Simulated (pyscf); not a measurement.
A first-order saddle from PySCF, ωB97X-D3(BJ)/def2-SVP:

```xyz
6

P      0.6292    -0.8613     0.8782
H      0.2336    -0.7001     2.2357
H      0.1102    -2.1835     0.7922
O     -0.9006    -0.0844     0.2084
H     -2.2342     0.0214     0.2047
H     -0.6413     0.5624    -0.4718
```
Charge 0, spin multiplicity 2.

Surface: doublet, charge 0. Lowest wavenumbers (cm⁻¹): 1695i, 164, 192, 409, 757.

### Question
Which two sides does it connect, and which bonds change?

### Answer
PH₂• (SMILES [PH2]) + H₂O (SMILES O) <-> HO–PH₂ (SMILES OP) + H• (SMILES [H]), a substitution at O read from left to right: H–O broken and O–P formed. At CCSD(T)/def2-TZVPP + ΔMP2(QZVPP) it lies +205.3 kJ/mol from the left side and +69.0 kJ/mol from the right (each side as separated species at their lowest minima found). This is the saddle that the search found; another between the same sides may lie lower. The angle at the attacked O is 150°. The CCSD(T) − MP2 part came from Ansatz, without density fitting, on the same reference.
